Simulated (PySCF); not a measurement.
Species: C3H8P (charge -1).
Bonds: C1–C2, C2–P3, P3–C4. Hydrogens: H5, H6, H7 on C1; H8, H9 on C2; H10, H11, H12 on C4.

Method used: PBE0-D3(BJ)/def2-SVP geometry optimisation, gas phase (PySCF 2.14.0).

(1) Give the optimised bond lengths and angles.

## Answers

(1) 
```json
{"bond": "C1–C2", "length (pm)": "152.9", "order": "single"}
{"bond": "C2–P3", "length (pm)": "188.5", "order": "single"}
{"bond": "P3–C4", "length (pm)": "188.9", "order": "single"}
{"bond": "C1–H5", "length (pm)": "111.3", "order": "single"}
{"bond": "C1–H6, C1–H7", "length (pm)": "110.3", "order": "single"}
{"bond": "C2–H8, C2–H9", "length (pm)": "111.1", "order": "single"}
{"bond": "C4–H10, C4–H11, C4–H12", "length (pm)": "111.0", "order": "single"}
```

Bonds in one row agree within 1 pm and their mean is given. Orders are formal, as drawn. A selection of angles:
```json
{"angle": "C2–C1–H5", "degrees": "113.8"}
{"angle": "C2–C1–H6", "degrees": "109.8"}
{"angle": "C2–C1–H7", "degrees": "110.6"}
{"angle": "H5–C1–H6", "degrees": "108.8"}
{"angle": "H5–C1–H7", "degrees": "107.2"}
{"angle": "H6–C1–H7", "degrees": "106.4"}
{"angle": "C1–C2–P3", "degrees": "116.0"}
{"angle": "C1–C2–H8", "degrees": "108.4"}
{"angle": "C1–C2–H9", "degrees": "108.7"}
{"angle": "P3–C2–H8", "degrees": "111.3"}
{"angle": "P3–C2–H9", "degrees": "106.5"}
{"angle": "H8–C2–H9", "degrees": "105.3"}
{"angle": "C2–P3–C4", "degrees": "96.8"}
{"angle": "P3–C4–H10", "degrees": "116.0"}
{"angle": "P3–C4–H11", "degrees": "108.3"}
{"angle": "P3–C4–H12", "degrees": "113.6"}
{"angle": "H10–C4–H11", "degrees": "105.8"}
```

Dihedral angles: C1–C2–P3–C4 -72° (synclinal). The mirror-image conformer, all signs reversed, is as good.

Of the pairs four or more bonds apart, H7···H10 is among the closest relative to their van der Waals radii: 2.45 Å, 102 % of the sum of Bondi's values.

Point group: C1 (no symmetry element, even within 0.4 Å). No frequency check.
